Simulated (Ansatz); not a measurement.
**Question.** Name a neutral molecule of C, F, S and H with HOMO–LUMO gap (ωB97M-V/def2-TZVPP) between 10.10 and 10.40 eV and HOMO–LUMO gap (PBE0/def2-TZVPP) between 6.00 and 6.30 eV (Ansatz, PBE0-D4/def2-TZVP geometry).

**Answer.** `F/C=C1\CS1` (10.35 eV, 6.12 eV); `C=C1SC1F` (10.40 eV, 6.22 eV); `FC1=CC(F)S1` (10.35 eV, 6.06 eV). Other molecules can fit too; these were computed, each in one conformer that needn't be the lowest.
